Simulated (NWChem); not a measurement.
**One shape, several levels: CH6N2 (methylhydrazine)**

Aim: a comparison of 6 runs (HF/STO-3G, HF/3-21G, HF/def2-SVP, B3LYP/6-31G*, PBE0/def2-SVP, SVWN5/def2-SVP) of CH6N2 (methylhydrazine). 

The calculation is run with NWChem 7.3.0.

2 further runs of the same task are left out: 2 set aside as unsound or not needed.

## (1) Starting point

CH6N2: 9 atoms, total charge 0, spin state singlet. As SMILES, `CNN`. Geometry: relaxed at PBE0-D4/def2-TZVP. This is one conformer, not always the lowest.

Bond lengths: C1–N2 1.445 Å, N2–N3 1.412 Å, C1–H4 1.102 Å, C1–H5 1.093 Å, C1–H6 1.091 Å, N2–H7 1.015 Å, N3–H8 1.017 Å, N3–H9 1.011 Å. Some angles: C1–N2–N3 110.6°, C1–N2–H7 109.7°, N3–N2–H7 111.5°, N2–C1–H4 114.0°, N2–C1–H5 108.8°, N2–C1–H6 109.0°, N2–N3–H8 112.5°, N2–N3–H9 108.7°, H4–C1–H5 108.3°, H4–C1–H6 107.9°.

## (2) Energy and forces at HF/STO-3G (run 1)

Contents of ch6n2.nw:

```
start ch6n2
title "CH6N2"
memory 2200 mb
charge 0
geometry noautosym nocenter noautoz
   C       -0.632300       0.772800      -0.416900
   N        0.617000       0.174400      -0.007000
   N        0.386900      -0.878100       0.905200
   H       -1.339400       0.063700      -0.877000
   H       -0.423200       1.566400      -1.138500
   H       -1.118900       1.213000       0.454700
   H        1.126500      -0.146800      -0.824300
   H        0.164900      -1.755100       0.439600
   H        1.218500      -1.010300       1.464200
end
basis spherical bse
   * library STO-3G
end
scf
   thresh 1e-08
   maxiter 80
end
task scf gradient
```

Started as:

```console
$ nwchem ch6n2.nw > ch6n2.out
```

What it wrote:

```text
[...]
  functions       =    21
[...]
  wavefunction    = RHF
[...]
         Total SCF energy =   -148.323600788400
      One-electron energy =   -369.241850561992
      Two-electron energy =    136.354763904339
 Nuclear repulsion energy =     84.563485869253
        Time for solution =      1.8s
[...]
                         RHF ENERGY GRADIENTS
    atom               coordinates                        gradient
                 x          y          z           x          y          z
   1 C      -1.194874   1.460380  -0.787827    0.032940  -0.013975   0.012826
   2 N       1.165961   0.329568  -0.013228   -0.023457  -0.017207  -0.010396
   3 N       0.731135  -1.659368   1.710580    0.025537   0.000108  -0.021443
   4 H      -2.531099   0.120376  -1.657290   -0.004967  -0.003649  -0.002342
   5 H      -0.799732   2.960067  -2.151453    0.001075   0.002139  -0.001911
   6 H      -2.114414   2.292238   0.859258   -0.000544   0.000667   0.002060
   7 H       2.128776  -0.277412  -1.557701   -0.010300   0.009812   0.020125
   8 H       0.311616  -3.316658   0.830724   -0.000087   0.016863   0.010913
   9 H       2.302631  -1.909190   2.766937   -0.020198   0.005242  -0.009832
[...]
```

Run time: 2.8 s. Hardware: 1 thread of Intel Xeon Platinum 8259CL at 2.50GHz (Skylake/Cascade Lake), shared host; peak memory 0.1 GiB.

## (3) Energy and gradient at HF/3-21G (run 2)

Contents of run.py:

```python
from ase import Atoms
from ase.calculators.nwchem import NWChem

atoms = Atoms(['C', 'N', 'N', 'H', 'H', 'H', 'H', 'H', 'H'], positions=[
    [-0.632300, 0.772800, -0.416900],
    [0.617000, 0.174400, -0.007000],
    [0.386900, -0.878100, 0.905200],
    [-1.339400, 0.063700, -0.877000],
    [-0.423200, 1.566400, -1.138500],
    [-1.118900, 1.213000, 0.454700],
    [1.126500, -0.146800, -0.824300],
    [0.164900, -1.755100, 0.439600],
    [1.218500, -1.010300, 1.464200],
])

calc = NWChem(
    label='test',
    theory='scf',
    memory='2200 mb',
    basis='3-21G',
    basispar='spherical bse',
    scf={'nopen': '0', 'rhf': None, 'thresh': '1e-08', 'maxiter': '80'},
)
atoms.calc = calc

forces = atoms.get_forces()
e = atoms.get_potential_energy()
print(f"E = {e:.6f} eV")
print("forces (eV/A):")
for s, f in zip(atoms.symbols, forces):
    print(f"{s:2s} {f[0]:10.5f} {f[1]:10.5f} {f[2]:10.5f}")
print("dipole (e A):", atoms.get_dipole_moment().round(4))
```

Started as:

```console
$ export ASE_NWCHEM_COMMAND="nwchem PREFIX.nwi > PREFIX.nwo"
$ python run.py
```

What it wrote:

```text
E = -4064.333884 eV
forces (eV/A):
C    -1.06192    0.75164   -0.14259
N     0.68839    0.42089   -1.31147
N     0.35214   -1.51932    0.91547
H     0.27547    0.20291    0.16136
H    -0.08675   -0.23042    0.20893
H     0.20235   -0.19654   -0.31013
H     0.08459    0.18270    0.26189
H    -0.13370    0.24446    0.12187
H    -0.32051    0.14362    0.09462
dipole (e A): [ 0.1118 -0.3174 -0.3393]
```

The calculator wrote test.nwi:

```
title "test"

permanent_dir test

scratch_dir test

start test

geometry units angstrom nocenter noautosym noautoz
  C  -6.3229999999999997e-01 7.7280000000000004e-01 -4.1689999999999999e-01
  N  6.1699999999999999e-01 1.7440000000000000e-01 -7.0000000000000001e-03
  N  3.8690000000000002e-01 -8.7809999999999999e-01 9.0520000000000000e-01
  H  -1.3393999999999999e+00 6.3700000000000007e-02 -8.7700000000000000e-01
  H  -4.2320000000000002e-01 1.5664000000000000e+00 -1.1385000000000001e+00
  H  -1.1189000000000000e+00 1.2130000000000001e+00 4.5469999999999999e-01
  H  1.1265000000000001e+00 -1.4680000000000001e-01 -8.2430000000000003e-01
  H  1.6489999999999999e-01 -1.7551000000000001e+00 4.3959999999999999e-01
  H  1.2184999999999999e+00 -1.0103000000000000e+00 1.4641999999999999e+00
end

memory 2200 mb

basis spherical bse noprint
   * library 3-21G
end

scf
  nopen 0
  rhf
  thresh 1e-08
  maxiter 80
end

task scf gradient
```

test.nwo:

```text
Northwest Computational Chemistry Package (NWChem) 7.3.0
             --------------------------------------------------------

           Job information
           ---------------

    nwchem branch   = 7.3.0
    use scalapack   = T
    input           = test.nwi
    prefix          = test.
    data base       = test/test.db
    status          = startup
    nproc           =        1

           Memory information
           ------------------

    heap     =     72089594 doubles =      550.0 Mbytes
    stack    =     72089599 doubles =      550.0 Mbytes
    global   =    144179200 doubles =     1100.0 Mbytes (distinct from heap & stack)
    total    =    288358393 doubles =     2200.0 Mbytes
    verify   = yes
    hardfail = no

[... 134 lines left out ...]
 Convergence threshold     :          1.000E-08
[... 12 lines left out ...]
       Final RHF  results
[... 3 lines left out ...]
      One-electron energy =   -369.666026615405
[... 1 line left out ...]
 Nuclear repulsion energy =     84.563485869253
[... 31 lines left out ...]
                       ROHF Final Molecular Orbital Analysis
[... 203 lines left out ...]
                         RHF ENERGY GRADIENTS

    atom               coordinates                        gradient
                 x          y          z           x          y          z
   1 C      -1.194874   1.460380  -0.787827    0.020651  -0.014617   0.002773
   2 N       1.165961   0.329568  -0.013228   -0.013387  -0.008185   0.025504
   3 N       0.731135  -1.659368   1.710580   -0.006848   0.029546  -0.017803
[... 5 lines of this table left out ...]
   9 H       2.302631  -1.909190   2.766937    0.006233  -0.002793  -0.001840

                 ----------------------------------------
                 |  Time  |  1-e(secs)   |  2-e(secs)   |
                 ----------------------------------------
                 |  CPU   |       0.00   |       0.33   |
                 ----------------------------------------
                 |  WALL  |       0.00   |       0.33   |
                 ----------------------------------------

 Task  times  cpu:        2.1s     wall:        2.1s
 Total times  cpu:        2.1s     wall:        2.1s
```

Wall time 3.6 s (1 thread of Intel Xeon Platinum 8259CL at 2.50GHz (Skylake/Cascade Lake), shared host); peak memory 0.099 GiB.

## (4) Energy and gradient at HF/def2-SVP (run 3)

Contents of ch6n2.nw:

```
start ch6n2
title "CH6N2 gradient"
memory stack 880 mb heap 220 mb global 1100 mb
charge 0

geometry units bohr noautosym nocenter noautoz
C  -1.19487383  1.46038035 -0.78782682
N   1.16596102  0.32956824 -0.01322808
N   0.73113504 -1.65936851  1.71058009
H  -2.53109917  0.12037555 -1.65728981
H  -0.79973210  2.96006700 -2.15145319
H  -2.11441456  2.29223779  0.85925847
H   2.12877648 -0.27741180 -1.55770124
H   0.31161584 -3.31665832  0.83072360
H   2.30263128 -1.90919030  2.76693699
end

basis spherical bse
* library def2-SVP
end

scf
thresh 1e-08
maxiter 80
end

task scf gradient
```

Started as:

```console
$ nwchem ch6n2.nw > ch6n2.out
```

What it wrote:

```text
[...]
  functions       =    72
[...]
  wavefunction    = RHF
[...]
         Total SCF energy =   -150.095441170761
      One-electron energy =   -370.669860750939
      Two-electron energy =    136.010939809079
 Nuclear repulsion energy =     84.563479771098
        Time for solution =      6.9s
[...]
                         RHF ENERGY GRADIENTS
    atom               coordinates                        gradient
                 x          y          z           x          y          z
   1 C      -1.194874   1.460380  -0.787827   -0.001534  -0.001998  -0.000594
   2 N       1.165961   0.329568  -0.013228    0.003409   0.011383   0.003252
   3 N       0.731135  -1.659369   1.710580   -0.008006   0.000725   0.004652
   4 H      -2.531099   0.120376  -1.657290   -0.001968  -0.001009  -0.000858
   5 H      -0.799732   2.960067  -2.151453    0.000883   0.000572  -0.000582
   6 H      -2.114415   2.292238   0.859258   -0.000132   0.000327   0.001578
   7 H       2.128776  -0.277412  -1.557701    0.003541  -0.002686  -0.007475
   8 H       0.311616  -3.316658   0.830724   -0.002779  -0.007465  -0.003900
   9 H       2.302631  -1.909190   2.766937    0.006587   0.000152   0.003927
[...]
```

Wall time 9.6 s (1 thread of Intel Xeon Platinum 8259CL at 2.50GHz (Skylake/Cascade Lake), shared host); peak memory 0.1 GiB.

Runs 4 to 5 aren't shown in full; the table further down has their settings and results.

## (5) Energy and forces at SVWN5/def2-SVP (run 6)

Contents of ch6n2.nw:

```
start ch6n2
memory stack 880 mb heap 220 mb global 1100 mb
geometry noautosym nocenter noautoz
   C    -0.632300    0.772800   -0.416900
   N     0.617000    0.174400   -0.007000
   N     0.386900   -0.878100    0.905200
   H    -1.339400    0.063700   -0.877000
   H    -0.423200    1.566400   -1.138500
   H    -1.118900    1.213000    0.454700
   H     1.126500   -0.146800   -0.824300
   H     0.164900   -1.755100    0.439600
   H     1.218500   -1.010300    1.464200
end
basis spherical bse
   C library def2-SVP
   N library def2-SVP
   H library def2-SVP
end
dft
   xc slater vwn_5
   grid xfine
   convergence energy 1e-08
   iterations 100
   mulliken
end
task dft gradient
```

Started as:

```console
$ nwchem ch6n2.nw > ch6n2.out
```

What it wrote:

```text
[...]
          Wavefunction type:  closed shell.
          No. of atoms     :     9
          No. of electrons :    26
[...]
          Charge           :     0
          Spin multiplicity:     1
[...]
          AO basis - number of functions:    72
[...]
              XC Information
              --------------
                        Slater Exchange Functional  1.000 local
                      VWN V Correlation Functional  1.000 local
[...]
 d= 0,ls=0.0,diis     1   -149.7291592349 -2.34D+02  1.02D-02  5.19D-01     2.6
[...]
 d= 0,ls=0.0,diis    10   -149.7640062081 -1.31D-09  1.91D-07  3.35D-10    17.4
         Total DFT energy =     -149.764006208096
      One electron energy =     -370.951868154660
           Coulomb energy =      156.777452671175
    Exchange-Corr. energy =      -20.153076593864
 Nuclear repulsion energy =       84.563485869253
[...]
      Total Density - Mulliken Population Analysis
     ---------------------------------------------
    Atom       Charge   Shell Charges
 -----------   ------   -------------------------------------------------------
    1 C    6     6.04   1.98  0.90  0.13  2.15  0.84  0.04
    2 N    7     7.24   1.98  0.99  0.47  2.44  1.33  0.03
    3 N    7     7.20   1.98  0.99  0.42  2.44  1.34  0.03
    4 H    1     0.98   0.72  0.24  0.02
    5 H    1     0.95   0.71  0.22  0.02
    6 H    1     0.94   0.71  0.21  0.02
    7 H    1     0.88   0.72  0.13  0.04
    8 H    1     0.89   0.71  0.14  0.04
    9 H    1     0.87   0.70  0.13  0.04
[...]
  wavefunction    = closed shell
                         DFT ENERGY GRADIENTS
    atom               coordinates                        gradient
                 x          y          z           x          y          z
   1 C      -1.194874   1.460380  -0.787827   -0.019758   0.008338  -0.004636
   2 N       1.165961   0.329568  -0.013228    0.016264   0.003247  -0.016649
   3 N       0.731135  -1.659368   1.710580    0.003643  -0.023516   0.008608
   4 H      -2.531099   0.120376  -1.657290    0.009321   0.007593   0.005394
   5 H      -0.799732   2.960067  -2.151453   -0.001410  -0.009136   0.008126
   6 H      -2.114414   2.292238   0.859258    0.006231  -0.004906  -0.009954
   7 H       2.128776  -0.277412  -1.557701   -0.007690   0.002737   0.012210
   8 H       0.311616  -3.316658   0.830724    0.004021   0.013144   0.005887
   9 H       2.302631  -1.909190   2.766937   -0.010623   0.002499  -0.008987
[...]
```

Wall time 23 s (1 thread of Intel Xeon Platinum 8259CL at 2.50GHz (Skylake/Cascade Lake), shared host); peak memory 0.14 GiB.

## (6) All runs side by side

| run | level | iteration cap | module | energy (Eh) | dipole moment (D) | HOMO energy (eV) | LUMO energy (eV) | wall time |
| --- | --- | --- | --- | --- | --- | --- | --- | --- |
| 1 | HF/STO-3G | 80 | scf | -148.323601 | 2.02 | -8.50 | 16.16 | 2.8 s |
| 2 | HF/3-21G | 80 | scf | -149.361517 | 2.30 | -9.94 | 7.07 | 3.6 s |
| 3 | HF/def2-SVP | 80 | scf | -150.095441 | 2.03 | -10.23 | 4.74 | 9.6 s |
| 4 | B3LYP/6-31G* (spherical functions) | 100 | dft | -151.164468 | 1.99 | -5.99 | 2.12 | 32 s |
| 5 | PBE0/def2-SVP | 100 | dft | -150.881915 | 1.96 | -6.30 | 1.75 | 47 s |
| 6 | SVWN5/def2-SVP | 100 | dft | -149.764006 | 1.99 | -4.73 | 0.72 | 23 s |

## (7) Results

| quantity | value |
| --- | --- |
| run 6: total energy | -149.76401 Eh |
| run 6: dipole moment | 1.99 D |
| run 6: HOMO energy | -4.73 eV |
| run 6: LUMO energy | 0.72 eV |
| run 6: HOMO–LUMO gap | 5.45 eV |
| run 6: largest force on an atom | 1.301 eV/Å |

**Reading.** The dipole moment (its size) runs from 1.96 D (PBE0/def2-SVP) to 2.30 D (HF/3-21G). The two ends differ in method and basis. The HOMO–LUMO gap runs from 5.45 eV (SVWN5/def2-SVP) to 24.66 eV (HF/STO-3G). Totals of different functionals can't be ranked against each other. In run 1 the basis is minimal, so the values are rough. All runs together took 2 min, the longest 47 s.
